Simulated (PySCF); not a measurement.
# C3H4O (Cyclopropanone): the cost of one run

The runs use PySCF 2.14.0, with density-fitted response routines of our own; the level of theory stands in each step. All values are computed, except where a source is named. Atoms are numbered from 0 throughout.

## 1. Starting geometry

8 atoms, charge 0, multiplicity 1; geometry from: GFN2-xTB. The atoms were then displaced at random by about 0.01 Å, so the start is not that level's minimum.

Bonds of the start (Å): O0–C1 1.16, C1–C2 1.45, C2–C3 1.49, C3–C1 1.46, C2–H4 1.09, C2–H5 1.09, C3–H6 1.09, C3–H7 1.08.

## 2. Geometry optimisation at PBE0-D3(BJ)/def2-TZVP

What the job is given:

```
{"job": {"xc": "PBE0", "basis": "def2-TZVP", "d3": "d3bj", "grid": 2, "shake": 0.01, "kind": "geom"}, "charge": 0, "multiplicity": 1}
O     -1.309070     1.623290     0.127440
C     -0.588980     0.720710     0.049240
C      0.773740     0.233930     0.053040
C     -0.368930    -0.714110    -0.108440
H      1.418430     0.418300    -0.807050
H      1.331600     0.224800     0.993170
H     -0.647140    -1.368990     0.718830
H     -0.554500    -1.157070    -1.078700
```

Launch:

```console
> OMP_NUM_THREADS=1 python probes_run.py task.json out
```

This one command runs all jobs of the session in turn.

**Question.** How long does this first job take on 1 thread of Arm Neoverse N1, shared host, and how much memory does it need?

About 37 s, with a peak of 0.6 GiB.
